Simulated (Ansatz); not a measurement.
We consider Sb2O3 (Pccn, No. 56), described by r²SCAN+rVV10 in Ansatz (PAW).

Numerical settings: plane-wave cutoff 560 eV, 8×6×4 k mesh (along the axes of the cell as run), Fermi–Dirac smearing 0.01 eV, scalar-relativistic PAW data made under PBE.

Computed at the level's own relaxed cell.

**Question.** Give the computed volume per atom, bulk modulus B0, band gap and pressure derivative B′ of the bulk modulus.

**Answer.** 
- volume per atom = 16.29 Å³/atom
- bulk modulus B0 = 31.1 GPa
- band gap = 2.30 eV
- pressure derivative B′ of the bulk modulus = 8.3

Note: the relaxation could not lower the start's symmetry, so the cell can be a saddle point above a distorted one; the bulk modulus comes from volumes at which shape and atoms were relaxed.

Spin–orbit coupling is not included.

The computed numbers hold no vibrational or temperature effects.

It cost around 4 core-hours (rough) of CPU time.

Ansatz is an electronic-structure program.
